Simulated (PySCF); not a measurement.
Proton affinity of 2-methyl-2-propanethiol, site by site

System: 2-methyl-2-propanethiol, `CC(C)(C)S` (C4H10S). Atom numbers as in the mapped SMILES `[CH3:1][C:2]([CH3:3])([CH3:4])[SH:5]`.

Level of theory: ωB97X-D3(BJ)/def2-TZVP single points in PySCF, grid level 2; every species was optimised with PBE0-D3(BJ)/def2-SVP. ωB97X-D3(BJ) is ωB97X-V with D3(BJ) in place of VV10. Zero-point and thermal terms (298.15 K, 1 bar) come from unscaled PBE0-D3(BJ)/def2-SVP harmonic frequencies, with soft modes damped to free rotors in the entropy.

| site | product | PA / kJ/mol | GB / kJ/mol |
| --- | --- | --- | --- |
| S5 (thiol sulfur) | `CC(C)(C)[SH2+]` | 831 | 801 |

PA is −ΔH and GB is −ΔG of B + H⁺ → BH⁺ in the gas phase. Sites whose products fell apart, merged with another or lost in a GFN2-xTB screen aren't listed.

In diethyl ether the product from S5 is solvated 183 kJ/mol more strongly than the parent (electrostatics only).

Measured values (NIST Chemistry WebBook, evaluated or the median of agreeing entries): proton affinity (−ΔH) 816 kJ/mol (computed 831, difference 14); gas-phase basicity (−ΔG) 785 kJ/mol (computed 801, difference 15).

Hardware: 1 thread of Intel Xeon 6975P-C, shared with other jobs. Command: `OMP_NUM_THREADS=1 python redox_run.py task.json out`. Structures, frequencies and single points: 9.2 min.

Differences come from unrounded values, so a last digit can differ from that of the printed terms.
